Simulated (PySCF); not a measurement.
Molecule: SMILES O=C=C=C=O, C3O2.

Bonds (- single, = double, # triple, : aromatic): O1=C2, C2=C3, C3=C4, C4=O5.

Frames of a GFN2-xTB Langevin trajectory at 400 K; GIAO PBE0/pcSseg-1 shieldings in PySCF 2.14.0 with density-fitted response routines, gas phase, non-relativistic; equivalent atoms averaged within each frame.

Shifts are taken against calculated references (same method and geometry level): ¹⁷O (σ = 336.08 ppm) against H2O; TMS for ¹³C (σ = 186.93 ppm). The references are static minima.

Q: How do the shifts (ppm) fluctuate along the trajectory?

A: 
| time (fs) | O1/O5 | C2/C4 | C3 |
| --- | --- | --- | --- |
| optimised geometry | 207.5 | 126.6 | -17.2 |
| 250 | 231.7 | 133.7 | -9.9 |
| 425 | 226.8 | 131.7 | -15.7 |
| 625 | 214.8 | 127.8 | -16.4 |
| 800 | 224.4 | 133.0 | -15.7 |
| 1000 | 209.2 | 126.9 | -17.6 |
| mean of frames | 221.4 | 130.6 | -15.1 |
| standard deviation | 9.2 | 3.1 | 3.0 |

5 frames give an uncertainty of the mean of about the standard deviation over 2.2 at best, since frames this close in time may not be independent; classical motion lacks zero-point vibration, and the reference would need the same averaging.
